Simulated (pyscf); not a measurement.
F–SiH₂⁺ + H₂ → SiH₃⁺ + HF, a four-centre exchange (singlet surface; F–Si, H–H broken, H–Si, F–H formed). Structures and frequencies: ωB97X-D3(BJ)/def2-SVP in PySCF. Energies in kcal/mol from the separated reactants.

Small-basis levels: PySCF, no dispersion term, spherical d functions. 

**Question.** In single points B3LYP/6-31G* puts the saddle at 23.0 kcal/mol and the reaction energy at +33.7 kcal/mol. Should these be trusted to within a few kcal/mol? Compare with ωB97M-D3(BJ)/def2-TZVP.

**Answer.** ωB97M-D3(BJ)/def2-TZVP gives ΔE‡ = 20.1 kcal/mol and ΔE = +24.7 kcal/mol. B3LYP/6-31G* lies 2.9 kcal/mol over it in the barrier and 9.0 kcal/mol over it in the reaction energy, so on this step it does not hold to within 3.0 kcal/mol. ωB97M-D3(BJ)/def2-TZVP has limits of its own. On the reactant side the descent ends in a bound adduct, 13.5 kcal/mol under the separated species and 33.1 kcal/mol under the saddle at ωB97X-D3(BJ)/def2-TZVP. On the product side the descent ends in an adduct with a F–Si contact, 33.1 kcal/mol under the separated species and 28.5 kcal/mol under the saddle at ωB97X-D3(BJ)/def2-TZVP. At ωB97M-D3(BJ) the saddle lies under the separated products, which points to a path from their complex (located at ωB97X-D3(BJ) alone), and parting the products costs more than the saddle. What is counted as broken (F–Si) persists as a longer contact in the product adduct; parting that adduct is a step of its own. This is the saddle that the search found; another between the same sides may lie lower.
